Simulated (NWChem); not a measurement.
# C2H6Mg (MgMe2): levels of theory compared

Wanted: a comparison of 3 runs (HF/STO-3G, HF/3-21G, B3LYP/6-31G*) of C2H6Mg (MgMe2). 

Program for the calculation: NWChem 7.3.0.

### 1 Starting point

C2H6Mg: 9 atoms, total charge 0, spin state singlet. SMILES: `[CH3][Mg][CH3]`. Geometry: a GFN2-xTB relaxation, a rough one for these elements and not checked as a minimum.

Bond lengths: Mg1–C2 2.140 Å, Mg1–C6 2.142 Å, C2–H3 1.092 Å, C2–H4 1.092 Å, C2–H5 1.093 Å, C6–H7 1.092 Å, C6–H8 1.092 Å, C6–H9 1.092 Å. Some angles: C2–Mg1–C6 178.8°, Mg1–C2–H3 111.5°, Mg1–C2–H4 111.6°, Mg1–C2–H5 111.8°, Mg1–C6–H7 111.7°, Mg1–C6–H8 111.7°, Mg1–C6–H9 111.4°, H3–C2–H4 107.2°, H3–C2–H5 107.3°, H4–C2–H5 107.3°.

### 2 Energy and forces at HF/STO-3G (run 1)

c2h6mg.nw reads:

```
start c2h6mg
memory 2200 mb

geometry units bohr noautosym nocenter noautoz
   Mg  0.02821361  0.03238991  0.00147399
   C  -0.00733214 -0.02934745  4.04565797
   H  -0.82346706  1.70003542  4.82174959
   H   1.89866453 -0.20437388  4.81804573
   H  -1.11276523 -1.61197418  4.77794574
   C   0.00633058  0.02741993 -4.04594143
   H  -1.91529412  0.03093482 -4.79861934
   H   0.96122809 -1.63370603 -4.81252773
   H   0.96442173  1.68865926 -4.80776562
end

basis spherical bse
   Mg library STO-3G
   C library STO-3G
   H library STO-3G
end

scf
   thresh 1e-08
   maxiter 80
   print medium
end

task scf gradient
```

Launch:

```bash
$ nwchem c2h6mg.nw > c2h6mg.out
```

The log of the run:

```text
[...]
  functions       =    25
[...]
  wavefunction    = RHF
[...]
         Total SCF energy =   -275.413277798244
      One-electron energy =   -538.381465826128
      Two-electron energy =    184.893027232958
 Nuclear repulsion energy =     78.075160794926
        Time for solution =      0.7s
[...]
                         RHF ENERGY GRADIENTS
    atom               coordinates                        gradient
                 x          y          z           x          y          z
   1 Mg      0.028214   0.032390   0.001474    0.001403   0.001723   0.000366
   2 C      -0.007332  -0.029347   4.045658   -0.000817  -0.001076   0.058474
   3 H      -0.823467   1.700035   4.821750   -0.002724   0.006187   0.000600
   4 H       1.898665  -0.204374   4.818046    0.006807  -0.000494   0.000670
   5 H      -1.112765  -1.611974   4.777946   -0.004067  -0.005903   0.000903
   6 C       0.006331   0.027420  -4.045941   -0.000589  -0.000436  -0.058984
   7 H      -1.915294   0.030935  -4.798619   -0.006745   0.000039  -0.000785
   8 H       0.961228  -1.633706  -4.812528    0.003387  -0.005772  -0.000815
   9 H       0.964422   1.688659  -4.807766    0.003346   0.005733  -0.000430
[...]
```

Run time: 1.4 s. Hardware: 1 thread of Intel Xeon Platinum 8252C at 3.80GHz (Skylake/Cascade Lake), shared host; peak memory 0.1 GiB.

### 3 Energy and forces at HF/3-21G (run 2)

work.nw reads:

```
start work
memory 2200 mb

geometry units angstroms noautosym nocenter noautoz
Mg     0.014930     0.017140     0.000780
C     -0.003880    -0.015530     2.140870
H     -0.435760     0.899620     2.551560
H      1.004730    -0.108150     2.549600
H     -0.588850    -0.853020     2.528380
C      0.003350     0.014510    -2.141020
H     -1.013530     0.016370    -2.539320
H      0.508660    -0.864520    -2.546680
H      0.510350     0.893600    -2.544160
end

basis spherical bse
Mg library 3-21G
C library 3-21G
H library 3-21G
end

scf
thresh 1e-08
maxiter 80
print low
end

task scf gradient
```

Launch:

```bash
$ nwchem work.nw > work.out
```

The log of the run:

```text
[...]
  functions       =    43
[...]
  wavefunction    = RHF
[...]
         Total SCF energy =   -277.245784931003
      One-electron energy =   -539.253291982243
      Two-electron energy =    183.932340603825
 Nuclear repulsion energy =     78.075166447415
        Time for solution =      0.8s
[...]
                         RHF ENERGY GRADIENTS
    atom               coordinates                        gradient
                 x          y          z           x          y          z
   1 Mg      0.028214   0.032390   0.001474    0.000604   0.000782   0.000282
   2 C      -0.007332  -0.029347   4.045658   -0.000296  -0.000232   0.003370
   3 H      -0.823467   1.700035   4.821749   -0.000566   0.001457   0.000439
   4 H       1.898664  -0.204374   4.818045    0.001613  -0.000073   0.000488
   5 H      -1.112765  -1.611974   4.777945   -0.001060  -0.001579   0.000860
   6 C       0.006331   0.027420  -4.045941   -0.000270  -0.000324  -0.003719
   7 H      -1.915294   0.030935  -4.798619   -0.001553   0.000016  -0.000716
   8 H       0.961228  -1.633706  -4.812527    0.000783  -0.001300  -0.000692
   9 H       0.964422   1.688659  -4.807765    0.000745   0.001254  -0.000310
 Task  times  cpu:        1.1s     wall:        1.1s
[...]
```

It took 1.6 s on 1 thread of Intel Xeon Platinum 8252C at 3.80GHz (Skylake/Cascade Lake), shared host; peak memory 0.1 GiB.

### 4 Energy and forces at B3LYP/6-31G(d) (Cartesian functions) (run 3)

input.nw reads:

```
start input
memory total 2200 mb
geometry units angstrom noautosym nocenter noautoz
  Mg       0.014930       0.017140       0.000780
  C       -0.003880      -0.015530       2.140870
  H       -0.435760       0.899620       2.551560
  H        1.004730      -0.108150       2.549600
  H       -0.588850      -0.853020       2.528380
  C        0.003350       0.014510      -2.141020
  H       -1.013530       0.016370      -2.539320
  H        0.508660      -0.864520      -2.546680
  H        0.510350       0.893600      -2.544160
end
basis "ao basis"
  * library 6-31G*
end
dft
  xc b3lyp
  grid xfine
  convergence energy 1e-08
  iterations 100
  mulliken
end
task dft gradient
```

Launch:

```bash
$ nwchem input.nw > input.out
```

The log of the run:

```text
[...]
          Wavefunction type:  closed shell.
          No. of atoms     :     9
          No. of electrons :    30
[...]
          Charge           :     0
          Spin multiplicity:     1
[...]
          AO basis - number of functions:    61
[...]
              XC Information
              --------------
                         B3LYP Method XC Potential
                     Hartree-Fock (Exact) Exchange  0.200
                        Slater Exchange Functional  0.800 local
                    Becke 1988 Exchange Functional  0.720 non-local
              Lee-Yang-Parr Correlation Functional  0.810
                  VWN I RPA Correlation Functional  0.190 local
[...]
 d= 0,ls=0.0,diis     1   -279.8585889858 -3.58D+02  1.17D-02  3.13D-01     2.3
[...]
 d= 0,ls=0.0,diis     8   -279.8907497135 -5.60D-10  1.59D-07  5.49D-11    16.5
         Total DFT energy =     -279.890749713482
      One electron energy =     -541.164215974388
           Coulomb energy =      212.821261625449
    Exchange-Corr. energy =      -29.622961811958
 Nuclear repulsion energy =       78.075166447415
[...]
      Total Density - Mulliken Population Analysis
     ---------------------------------------------
    Atom       Charge   Shell Charges
 -----------   ------   -------------------------------------------------------
    1 Mg  12    11.37   2.00  1.99  5.96  0.68  0.47  0.22  0.08 -0.04
    2 C    6     6.76   1.99  0.66  2.07  0.73  1.29  0.01
    3 H    1     0.85   0.52  0.33
    4 H    1     0.85   0.52  0.33
    5 H    1     0.85   0.52  0.33
    6 C    6     6.76   1.99  0.66  2.07  0.73  1.29  0.01
    7 H    1     0.85   0.52  0.33
    8 H    1     0.85   0.52  0.33
    9 H    1     0.85   0.52  0.33
[...]
  wavefunction    = closed shell
[...]
```

It took 21 s on 1 thread of Intel Xeon Platinum 8252C at 3.80GHz (Skylake/Cascade Lake), shared host; peak memory 0.14 GiB.

### 5 All runs side by side

```tsv
run	level	Cartesian functions	iteration cap	energy (Eh)	dipole moment (D)	HOMO energy (eV)	LUMO energy (eV)	wall time
1	HF/STO-3G	no	80	-275.413278	0.11	-6.72	10.35	1.4 s
2	HF/3-21G	no	80	-277.245785	–	–	–	1.6 s
3	B3LYP/6-31G* (Cartesian functions)	yes	100	-279.890750	0.08	-5.92	-0.42	21 s
```

### 6 Results

| quantity | value |
| --- | --- |
| run 3: total energy | -279.89075 Eh |
| run 3: dipole moment | 0.08 D |
| run 3: HOMO energy | -5.92 eV |
| run 3: LUMO energy | -0.42 eV |
| run 3: HOMO–LUMO gap | 5.49 eV |
| run 3: largest force on an atom | 0.578 eV/Å |

In run 1 the basis is minimal, so the values are rough. All runs together took 24 s, the longest 21 s.
